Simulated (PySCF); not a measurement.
# Electronic absorption of Si3H8

Compound: Si3H8.
SMILES with atom numbers: `[SiH3:1][SiH2:2][SiH3:3]` (hydrogens: H4, H5, H6 on Si1; H7, H8 on Si2; H9, H10, H11 on Si3)

Cartesian coordinates in Å at the PBE0-D3(BJ)/def2-SVP level; atoms count from 1:
```
atom  x, y, z in Å
Si1    1.8012    0.7293   -0.0106
Si2    0.1958   -0.9754   -0.1213
Si3   -1.9388   -0.0270    0.0880
H4     3.1892    0.1944   -0.1635
H5     1.5459    1.7262   -1.0965
H6     1.6948    1.4262    1.3089
H7     0.4272   -1.9665    0.9771
H8     0.3037   -1.6886   -1.4339
H9    -2.1972    0.8746   -1.0774
H10   -2.0050    0.7856    1.3424
H11   -3.0059   -1.0733    0.1349
```

Theory: TDDFT PBE0/def2-SVPD, vertical, gas phase, core orbitals frozen in the response (PySCF 2.14.0, density-fitted response routines).

Q: List the vertical singlet excitations with oscillator strengths and describe the spectrum.

A: 

```json
{"state": "S1", "λ (nm)": "182.5", "E (eV)": "6.79", "f": "0.050", "main configurations (H = HOMO, L = LUMO)": "H→L+1 (64%), H→L (31%)"}
{"state": "S2", "λ (nm)": "181.2", "E (eV)": "6.84", "f": "0.129", "main configurations (H = HOMO, L = LUMO)": "H→L (55%), H→L+1 (33%)"}
{"state": "S3", "λ (nm)": "173.8", "E (eV)": "7.13", "f": "0.096", "main configurations (H = HOMO, L = LUMO)": "H→L+2 (91%)"}
{"state": "S4", "λ (nm)": "172.5", "E (eV)": "7.19", "f": "0.044", "main configurations (H = HOMO, L = LUMO)": "H→L+3 (66%), H-1→L (29%)"}
{"state": "S5", "λ (nm)": "169.1", "E (eV)": "7.33", "f": "0.015", "main configurations (H = HOMO, L = LUMO)": "H→L+4 (68%), H-1→L (11%), H→L+5 (10%)"}
{"state": "S6", "λ (nm)": "168.2", "E (eV)": "7.37", "f": "0.016", "main configurations (H = HOMO, L = LUMO)": "H-1→L (55%), H→L+3 (23%), H→L+4 (14%)"}
{"state": "S7", "λ (nm)": "166.8", "E (eV)": "7.43", "f": "0.088", "main configurations (H = HOMO, L = LUMO)": "H→L+5 (78%), H→L+4 (10%)"}
{"state": "S8", "λ (nm)": "161.2", "E (eV)": "7.69", "f": "0.032", "main configurations (H = HOMO, L = LUMO)": "H-1→L+1 (64%), H-2→L (26%)"}
{"state": "S9", "λ (nm)": "159.4", "E (eV)": "7.78", "f": "0.065", "main configurations (H = HOMO, L = LUMO)": "H-1→L+2 (94%)"}
{"state": "S10", "λ (nm)": "159.1", "E (eV)": "7.79", "f": "0.440", "main configurations (H = HOMO, L = LUMO)": "H-1→L+3 (68%), H→L+6 (19%)"}
```

Triplets (Tamm–Dancoff): T1 5.81 eV, H→L (94%); T2 6.16 eV, H→L+1 (93%); T3 6.41 eV, H→L+3 (86%); T4 6.47 eV, H-1→L+1 (54%), H→L+4 (21%), H→L+5 (18%).

The lowest singlet lies at 6.79 eV (183 nm, vacuum ultraviolet) and is of moderate strength; its leading configuration is HOMO→LUMO+1 (64%). The strongest level in the table is S10 at 7.79 eV (159 nm, f = 0.440). It is the last of those listed, so stronger ones may follow. Löwdin shares by element: HOMO silicon 77%, hydrogen 6% or more (atoms not listed hold the other 18%); LUMO silicon 68%, hydrogen 11% or more (atoms not listed hold the other 21%). Of the 10 states listed, 10 reach f = 0.01 and none stays under 0.0005. Weighted by f, the mean energy of these states is 7.47 eV. The listed states span 1.00 eV, and the widest gap between neighbours is 0.29 eV (S2 to S3). All these states lie below the vertical ionisation energy of 9.87 eV (ΔSCF). The window holds the lowest 10 singlets.
